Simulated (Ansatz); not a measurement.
A run for Ansatz (an electronic-structure program): R-B2PLYP/def2-TZVPPD on C2H4 (SMILES C=C) with ghost functions. Files ending in .json are basis or fitting sets from the Basis Set Exchange.

Ansatz 0.2 input:
```yaml
crystal:
  periodic: [false, false, false]
  atoms:
    - {symbol: C, position_ang: [0.00000000, 0.64634385, -1.60849815]}
    - {symbol: C, position_ang: [0.00000000, -0.67914355, -1.45381675]}
    - {symbol: H, position_ang: [-0.92399961, -1.24016223, -1.38784883]}
    - {symbol: H, position_ang: [0.92399961, -1.24016223, -1.38784883]}
    - {symbol: H, position_ang: [0.92403607, 1.20737602, -1.67357285]}
    - {symbol: H, position_ang: [-0.92403607, 1.20737602, -1.67357285]}
basis:
  gaussian:
    orbitals: def2-TZVPPD.json
    ghost_atoms:
      - {symbol: H, position_ang: [0.00000000, 0.08295411, 1.59016711]}
      - {symbol: C, position_ang: [0.00000000, 0.02871509, 2.67711785]}
      - {symbol: H, position_ang: [0.88825459, 0.52261990, 3.06664029]}
      - {symbol: H, position_ang: [-0.88825459, 0.52261990, 3.06664029]}
      - {symbol: H, position_ang: [0.00000000, -1.01394800, 2.98955227]}
hamiltonian:
  xc: {name: B2PLYP}
magnetization: {spin_polarized: false}
correlation: {electrons: outside_noble_gas}
scf: {lower_state_search: off}
```

The head of its log:

```
WARN ansatz: RAYON_NUM_THREADS=1 ignored (pool sized by the plan → 1); use --threads N
Functional definition: B2PLYP
these checks for a lower state are left out or cut short: stability, starts, cluster_reference, orbital_swaps, neighbouring_geometries, increment
integrals: 0.52 GiB planned
1382 factors; integrals over basis functions are off by at most 1.0e-3 eV
mean field: 1.04 GiB planned
mean field evaluation 1: about -2131.1729 eV, gradient 3.6e1 eV
mean field evaluation 2: about -2131.1734 eV, gradient 3.6e1 eV
mean field evaluation 4: about -2134.2137 eV, gradient 1.2e0 eV
mean field evaluation 8: about -2134.2178 eV, gradient 2.0e-3 eV
mean field evaluation 16: about -2134.2178 eV, gradient 4.6e-6 eV
mean field -2134.21780898 eV, -78.4310578552 hartree, gradient 4.6e-6 eV, S^2 0.000000; 0 other end points of the search recorded, 0 dependent functions left out
2 core orbitals not correlated
reference -2134.21794407 eV, -78.4310628196 hartree; 6, 6 occupied and 239, 239 virtual orbitals, 1382 factors
```

Q: Predict the final total energy.

A: -78.5415 hartree.
